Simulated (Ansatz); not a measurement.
# BF2 (SMILES F[B]F) at 6 levels

We compute a comparison of 6 runs (UHF/STO-3G, U-r2SCAN0/STO-3G, UBLYP/STO-3G, UPBE/STO-3G, UPBE0/STO-3G, FCI/STO-3G) of BF2. 

The calculation is run with Ansatz 0.2.0.

36 further runs of the same task are left out: 36 set aside as unsound or not needed.

## Step 1: The molecule

BF2: 3 atoms, total charge 0, spin state doublet. As SMILES, `F[B]F`. The F3–B2 distance was set to 3.265 Å, away from the relaxed value. At this shape a bond of the SMILES string is far longer than usual.

Bond lengths: F1–B2 1.306 Å.

## Step 2: A single-point energy at UHF/STO-3G (run 1)

File job.yaml:

```yaml
crystal:
  periodic: [false, false, false]
  atoms:
    - {symbol: F, position_ang: [2.135914, -1.791884, 0.963832]}
    - {symbol: B, position_ang: [1.901814, -0.507084, 0.985132]}
    - {symbol: F, position_ang: [-0.802900, 0.738900, -0.354600]}
basis:
  gaussian:
    orbitals: STO-3G
magnetization:
  spin_polarized: true
  initial_magnetization: 1
hamiltonian:
  xc: hf
accuracy: high
```

On the command line:

```console
$ ansatz run job.yaml --threads 1 --pin off --max-ram 2610MiB --events-out events.jsonl --progress --plain --runs-dir runs
```

Standard output:

```text
Warning: RAYON_NUM_THREADS=1 ignored (pool sized by the plan → 1); use --threads N
Functional definition: HF
  name "HF"
  exchange = exact_x
  correlation = 0
228 factors; integrals over basis functions are off by at most 3.9e-8 eV
mean field evaluation 1: about -5980.9537 eV, gradient 1.3e1 eV
mean field evaluation 2: about -5980.9755 eV, gradient 1.3e1 eV
mean field evaluation 4: about -5982.4075 eV, gradient 5.5e0 eV
mean field evaluation 8: about -5995.6776 eV, gradient 2.1e0 eV
mean field evaluation 16: about -5995.7331 eV, gradient 1.3e-3 eV
mean field evaluation 32: about -5995.7144 eV, gradient 2.5e-2 eV
mean field evaluation 64: about -5995.7080 eV, gradient 2.8e-2 eV
mean field evaluation 96: about -5995.7084 eV, gradient 1.6e-2 eV
mean field evaluation 128: about -5993.3343 eV, gradient 1.8e0 eV
mean field evaluation 160: about -5991.2548 eV, gradient 1.4e0 eV
mean field evaluation 192: about -5995.7266 eV, gradient 2.8e-2 eV
mean field -5995.73305658 eV, -220.3391257755 hartree, gradient 1.3e-8 eV, S^2 0.751307; 4 other end points of the search recorded, 0 dependent functions left out
reference -5995.73305658 eV, -220.3391257755 hartree; 12, 11 occupied and 3, 4 virtual orbitals, 228 factors
Total energy: -5995.73305658 eV, -220.3391257755 hartree
```

It took 0.18 s on 1 thread of Intel Xeon Platinum 8488C (Sapphire Rapids), shared host.

## Step 3: A single-point energy at U-r2SCAN0/STO-3G (run 2)

File molecule.yaml:

```yaml
crystal:
  periodic: [false, false, false]
  atoms:
    - symbol: F
      position_ang: [2.135914, -1.791884, 0.963832]
    - symbol: B
      position_ang: [1.901814, -0.507084, 0.985132]
    - symbol: F
      position_ang: [-0.802900, 0.738900, -0.354600]
basis:
  gaussian:
    orbitals: STO-3G
total_charge: 0
magnetization:
  spin_polarized: true
  initial_magnetization: 1
hamiltonian:
  xc: {name: r2SCAN0}
accuracy: high
```

On the command line:

```console
$ ansatz run molecule.yaml --threads 1 --pin off --max-ram 2610MiB --events-out events.jsonl --progress --plain --runs-dir runs
```

Standard output:

```text
Warning: RAYON_NUM_THREADS=1 ignored (pool sized by the plan → 1); use --threads N
Functional definition: r2SCAN0
  name "r2SCAN0"
  parameter a = 0.25
  parameter k0 = 0.174
  parameter k1 = 0.065
  parameter a1 = 4.9479
  exchange = (1 - a)*r2scan_x(k0 = k0, k1 = k1, a1 = a1) + a*exact_x
  correlation = r2scan_c
228 factors; integrals over basis functions are off by at most 3.9e-8 eV
mean field evaluation 1: about -6003.1147 eV, gradient 7.9e0 eV
mean field evaluation 2: about -5618.0426 eV, gradient 1.6e1 eV
mean field evaluation 4: about -6003.2996 eV, gradient 4.2e0 eV
mean field evaluation 8: about -6014.6019 eV, gradient 9.0e0 eV
mean field evaluation 16: about -6015.9094 eV, gradient 3.7e-2 eV
mean field evaluation 32: about -6015.9005 eV, gradient 1.1e-1 eV
mean field -6015.91195274 eV, -221.0806865314 hartree, gradient 1.4e-8 eV, S^2 0.750135; 5 other end points of the search recorded, 0 dependent functions left out
reference -6015.91195306 eV, -221.0806865433 hartree; 12, 11 occupied and 3, 4 virtual orbitals, 228 factors
Total energy: -6015.91195306 eV, -221.0806865433 hartree
```

Wall time 11 s (1 thread of Intel Xeon Platinum 8488C (Sapphire Rapids), shared host); peak memory 0.2 GiB.

Runs 3 to 5 aren't shown in full; the table further down has their settings and results.

## Step 4: A single-point energy at FCI/STO-3G (run 6)

File input.yaml:

```yaml
basis:
  gaussian:
    orbitals: STO-3G
crystal:
  periodic: [false, false, false]
  atoms:
    - {symbol: F, position_ang: [2.135914, -1.791884, 0.963832]}
    - {symbol: B, position_ang: [1.901814, -0.507084, 0.985132]}
    - {symbol: F, position_ang: [-0.802900, 0.738900, -0.354600]}
magnetization:
  spin_polarized: true
  initial_magnetization: 1
correlation:
  method: fci
  frozen_orbitals: {B: 1, F: 1}
accuracy: high
```

On the command line:

```console
$ ansatz run input.yaml --threads 1 --pin off --max-ram 2610MiB --events-out events.jsonl --progress --plain --runs-dir runs
```

Standard output, shortened:

```text
Warning: RAYON_NUM_THREADS=1 ignored (pool sized by the plan → 1); use --threads N
Functional definition: HF
  name "HF"
[...]
228 factors; integrals over basis functions are off by at most 3.9e-8 eV
[...]
mean field -5995.73305658 eV, -220.3391257755 hartree, gradient 1.3e-8 eV, S^2 0.751307; 13 other end points of the search recorded, 0 dependent functions left out
determinant -5995.73305658 eV, -220.3391257755 hartree, with singles and doubles -5997.89538764 eV, -220.4185899762 hartree
determinant -5995.71456759 eV, -220.3384463176 hartree, with singles and doubles -5997.87681014 eV, -220.4179072659 hartree
determinant -5995.73305658 eV, -220.3391257755 hartree, with singles and doubles -5997.89482474 eV, -220.4185692902 hartree
determinant -5995.71456759 eV, -220.3384463176 hartree, with singles and doubles -5997.87647812 eV, -220.4178950641 hartree
3 core orbitals not correlated: weight in the atoms' cores, before any rotation towards them, 1.000 or more for the frozen orbitals, at most 0.000 for the correlated occupied ones
reference -5995.73294485 eV, -220.3391216696 hartree; 9, 8 occupied and 3, 4 virtual orbitals, 228 factors
state -5998.10817764 eV, -220.4264098644 hartree
Total energy: -5998.10817764 eV, -220.4264098644 hartree
```

Wall time 1.1 s (1 thread of Intel Xeon Platinum 8488C (Sapphire Rapids), shared host).

## Step 5: Overview of the runs

| run | level | frozen core orbitals | energy (Eh) | ⟨S²⟩ | wall time |
| --- | --- | --- | --- | --- | --- |
| 1 | UHF/STO-3G | – | -220.339126 | 0.751 | 0.18 s |
| 2 | U-r2SCAN0/STO-3G | – | -221.080687 | 0.750 | 11 s |
| 3 | UBLYP/STO-3G | – | -221.070643 | 0.750 | 3.9 s |
| 4 | UPBE/STO-3G | – | -220.902395 | 0.750 | 3.9 s |
| 5 | UPBE0/STO-3G | – | -220.955024 | 0.750 | 2.4 s |
| 6 | FCI/STO-3G | 3 | -220.426410 | – | 1.1 s |

## Step 6: What came out

| quantity | value |
| --- | --- |
| run 6: total energy | -220.42641 Eh |
| run 6: correlation energy (3 core orbitals frozen) | -87.3 mEh |

What this shows: Against full CI in this basis: UHF +87.3 mEh. Totals of different functionals can't be ranked against each other. In runs 1, 2, 3, 4, 5, 6 the basis is minimal, so the values are rough. All runs together took 22 s, the longest 11 s.
